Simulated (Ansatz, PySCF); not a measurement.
This PySCF input computes a PBE/def2-TZVPD energy:

```python
from pyscf import gto, scf, dft

mol = gto.M(
    atom='''
    Si    0.01241810    0.02066246    1.21192572
    Si   -0.00991521    0.04867099   -1.12060913
    H    -1.20864940   -0.56547163    1.82210639
    H     1.21762135   -0.61946299    1.79894031
    H    -0.03689409   -1.31618260   -1.70716646
    H    -1.21053620    0.78404316   -1.58393597
    H     1.20341781    0.74640588   -1.60837640
    ''',
    basis='def2-tzvpd',
    charge=0,
    spin=1,
    verbose=4,
)

mf = dft.UKS(mol, xc='pbe').density_fit(auxbasis='def2-universal-jkfit')
mf.grids.level = 3
mf.conv_tol = 1e-9
mf.max_cycle = 100
mf.max_memory = 1500
mf.kernel()
if not mf.converged:
    mf = mf.newton()
    mf.kernel(mf.make_rdm1())
for _ in range(2):
    mo, _, stable, _ = mf.stability(return_status=True)
    if stable:
        break
    mf.kernel(mf.make_rdm1(mo, mf.mo_occ))
mf.analyze()
```

### Question
Write an input for the same energy in Ansatz (a first-principles code) and say what it gives.

### Answer

Ansatz 0.2 input:
```yaml
crystal:
  periodic: [false, false, false]
  atoms:
    - {symbol: Si, position_ang: [0.01241810, 0.02066246, 1.21192572]}
    - {symbol: Si, position_ang: [-0.00991521, 0.04867099, -1.12060913]}
    - {symbol: H, position_ang: [-1.20864940, -0.56547163, 1.82210639]}
    - {symbol: H, position_ang: [1.21762135, -0.61946299, 1.79894031]}
    - {symbol: H, position_ang: [-0.03689409, -1.31618260, -1.70716646]}
    - {symbol: H, position_ang: [-1.21053620, 0.78404316, -1.58393597]}
    - {symbol: H, position_ang: [1.20341781, 0.74640588, -1.60837640]}
basis:
  gaussian:
    orbitals: def2-TZVPD
hamiltonian:
  xc: {name: PBE}
magnetization: {spin_polarized: true, initial_magnetization: 1}
output: {forces: true}
```
It gives -581.63317 Eh, and PySCF -581.63325 Eh, a difference of 0.08 mEh, from the treatment of integrals and grids.

It need not be the lowest isomer of its formula.
